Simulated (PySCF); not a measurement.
## Gas-phase acidity of 1-butyne

Parent: 1-butyne, `C#CCC` (C4H6). Atom numbers as in the mapped SMILES `[CH:1]#[C:2][CH2:3][CH3:4]`.

Computed at PBE0-D3(BJ)/ma-def2-TZVP // PBE0-D3(BJ)/ma-def2-SVP with PySCF (density fitting, grid level 2). Zero-point and thermal terms (298.15 K, 1 bar) come from unscaled PBE0-D3(BJ)/ma-def2-SVP harmonic frequencies, with soft modes damped to free rotors in the entropy.

```jsonl
{"site": "C3 (propargylic carbon)", "product": "C#C[CH-]C", "ΔH(acid) / kcal/mol": "381.3", "ΔG(acid) / kcal/mol": "373.3", "gas share": "96.4 %", "above best in dichloromethane / kcal/mol": "5.52"}
{"site": "C1 (alkyne carbon)", "product": "[C-]#CCC", "ΔH(acid) / kcal/mol": "382.8", "ΔG(acid) / kcal/mol": "375.2", "gas share": "3.6 %", "above best in dichloromethane / kcal/mol": "0.00"}
{"site": "C4 (methyl carbon)", "product": "C#CC[CH2-]", "ΔH(acid) / kcal/mol": "409.1", "ΔG(acid) / kcal/mol": "401.2", "gas share": "< 0.1 %", "above best in dichloromethane / kcal/mol": "31.53"}
```

ΔH and ΔG refer to AH → A⁻ + H⁺ in the gas phase. Shares are Boltzmann weights among the listed products; an error of 10 kJ/mol changes a ratio about 56-fold. Sites whose products fell apart, merged with another or lost in a GFN2-xTB screen aren't listed. Values in solvent are IEF-PCM free energies relative to the most favourable product.

C3 (propargylic carbon) comes out 1.9 kcal/mol ahead of C1 in free energy (-0.24 kcal/mol in electronic energy). That lies inside the method's error, so the order is undecided and the shares mean little.

In dichloromethane the product from C1 is solvated 59.0 kcal/mol more strongly than the parent (electrostatics only); C1 comes first there, though a continuum can't settle small differences.

Vertical detachment energies of the anions: `C#C[CH-]C` 1.20 eV, `C#CC[CH2-]` 0.57 eV.

Known limits: the order of C3 and C1 is undecided: the gaps lie inside the method's error (some 10 kJ/mol, one structure a species).
